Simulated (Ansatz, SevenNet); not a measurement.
Elastic constant C33 (GPa) of solids drawn from the class of elemental solids other than molecular ones, at two levels: the machine-learned potential SevenNet-l3i5 (trained on PBE and PBE+U data), and PBE in Ansatz (plane waves, PAW).

| solid | SevenNet-l3i5 | PBE | shift (%) |
|---|---|---|---|
| body-centred tetragonal In | 39.7 | 38.8 | -2.3 |
| hcp Re | 518 | 664 | +28 |
| hcp Ti | 144 | 189 | +31 |
| hcp Be | 209 | 382 | +83 |
| hcp Hf | 137 | 197 | +44 |
| hcp Mg | 48.9 | 68.8 | +41 |
| hcp Co | 244 | 408 | +67 |
| hcp Ru | 481 | 641 | +33 |
| white tin (β-Sn) | 66.5 | 81.1 | +22 |
| hcp Y | 63.2 | 80.7 | +28 |

The shifts run from -2.3 % to +83 %, with a median of +32 %.

Over all 10 rows PBE is the larger in 9.

Ansatz's runs of these crystals have no spin polarisation, but for hcp Co.

Density-functional runs with spin start from parallel moments for hcp Co.

Spin–orbit coupling is left out, also for the solids with elements from indium on (body-centred tetragonal In, hcp Re, hcp Hf, white tin (β-Sn)); its size isn't shown.

Each level is taken at its own relaxed cell. Ansatz's density-functional and Hartree–Fock values are scalar-relativistic unless marked +SOC, with PAW data made under PBE.

Ansatz is a program for electronic structure.
